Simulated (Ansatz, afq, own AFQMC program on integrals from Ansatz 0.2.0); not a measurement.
Integrals from Ansatz 0.2.0, then the random walk in our own AFQMC program (afq).

```yaml
crystal:
  periodic: [false, false, false]
  atoms:
    - {symbol: Rh, position_ang: [0.000000, 0.000000, 0.000000]}
basis:
  gaussian: {orbitals: def2-TZVPP}
total_charge: 1
magnetization: {spin_polarized: true, initial_magnetization: 2}
correlation: {method: ccsd_t, electrons: outside_noble_gas, hamiltonian_folder: ham}
```

```sh
$ ansatz run in.yaml --threads 1 --pin off --events-out ev --progress --plain --max-ram 16896MiB --backend cuda --devices 0, --max-vram 18GiB
```

Options of the walk:

```
--method free --trial cisd --walkers 4000 --time-step 0.03 --max-blocks 4000 --target-error 0.00034 --factor-cut 1e-05 --seed 3246 --times 0,0.3,0.6,1.2,1.8,2.4,3.6,4.8,6 --taylor-order 8
```

Times are imaginary, in 1/Eh. The walk had a cap of 120 s. Core potentials past Kr, no spin–orbit coupling.

afq prints:

```
orbitals 52  electrons 5 3  factors 404 of 404
reference energy -109.51349872 Eh
CCSD correlation -0.20852747 Eh in 9 cycles, weight of the determinant in the CISD state 0.9510
repeat  energy at the last time / Eh  error
    10  -109.728682  0.000193
    20  -109.728728  0.000152
    30  -109.728747  0.000122
time / (1/Eh)  energy / Eh  error  mean overlap
  0.00  -109.722026  0.000012  1.0515
  0.30  -109.727186  0.000030  1.0498
  0.60  -109.727907  0.000026  1.0515
  1.20  -109.728326  0.000038  1.0508
  1.80  -109.728380  0.000047  1.0519
  2.40  -109.728425  0.000049  1.0534
  3.60  -109.728439  0.000069  1.0505
  4.80  -109.728371  0.000080  1.0582
  6.00  -109.728727  0.000119  1.0481
energy -109.728727 +/- 0.000119 Eh
```

The run passed its tests (error under three times the target), which doesn't prove that it has relaxed.

Against this walk (error 3.2 meV) on the same determinant: CCSD(T) 10.4 meV higher, CCSDT(Q) 5.8 meV higher (within the noise). The error is statistical, and a free projection of finite length keeps a remainder of its start. The last points scatter (meV from the last: 9.4 ± 1.3 at 1.80, 8.2 ± 1.3 at 2.40, 7.8 ± 1.9 at 3.60, 9.7 ± 2.2 at 4.80, 0 ± 3 at 6.00); the last is the one printed as the energy, and the gaps above move with that scatter.

Cautions: remainder of the start not in the error; no spin-orbit coupling; outer-core shells of the metal frozen.

The walk took 98 s on 1 × NVIDIA H100 80GB HBM3 with 2 threads of AMD EPYC 7R13 Processor (Zen 3), on a shared host (the card was shared). The log's last line is the free-projection energy.

CCSDT and higher add their correlation energy to the determinant of the CCSD(T) run, since their own runs factorise the integrals more tightly (a shift of under 2 meV).
